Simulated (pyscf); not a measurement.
Optimised with ωB97X-D3(BJ)/def2-SVP in PySCF.

Problem. For H₂P–InH₂ + SiH₄ → H₂P–In [singlet] + H₂ + SiH₄, a multi-bond step (singlet surface; H–In, H–In, H–Si broken, H–H, H–Si formed), PBE/def2-TZVP gives ΔE‡ = 131.7 kJ/mol and ΔE = -16.5 kJ/mol (zero: the separated reactants). In which direction and how far do PBE0-D3(BJ)/def2-TZVP, M06-2X/def2-TZVP, ωB97M-D3(BJ)/def2-TZVP move these?

Solution. PBE0-D3(BJ): ΔE‡ = 157.4 kJ/mol, ΔE = -1.5 kJ/mol; M06-2X: ΔE‡ = 182.8 kJ/mol, ΔE = -15.4 kJ/mol; ωB97M-D3(BJ): ΔE‡ = 201.9 kJ/mol, ΔE = -0.5 kJ/mol. PBE's barrier lies under all of them, by 25.7 to 70.2 kJ/mol. Its reaction energy lies under all of them, by 1.1 to 16.0 kJ/mol. Low barriers are usual for a GGA, whose delocalisation error favours stretched bonds. On the reactant side the descent ends in a complex (not fully relaxed), 22.2 kJ/mol under the separated species and 219.1 kJ/mol under the saddle at ωB97X-D3(BJ)/def2-TZVP. On the product side the descent ends in a complex (not fully relaxed), 30.0 kJ/mol under the separated species and 221.5 kJ/mol under the saddle at ωB97X-D3(BJ)/def2-TZVP. This is the saddle that the search found; another between the same sides may lie lower. Elements past Kr carry the def2 core potentials, without spin-orbit coupling.
